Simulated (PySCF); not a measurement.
# Rock-salt LiF: smallest direct gap on the k points sampled by level of theory

No measured value is used here.

| level (code) | value (eV) |
|---|---|
| PBE (PySCF) | 9.07 ± 0.02 |
| PBE0 (PySCF) | 12.14 ± 0.02 |
| Hartree–Fock (PySCF) | 21.93 ± 0.07 |
| G0W0@Hartree–Fock (PySCF) | 16.81 ± 0.09 |
| G0W0@PBE (PySCF) | 13.46 ± 0.1 |

Computed values are for a static lattice.  A ± on a computed value is a rough bar: the spread of its extrapolation, a floor set from checks against published values, or a statistical error. Values are at the measured cell.
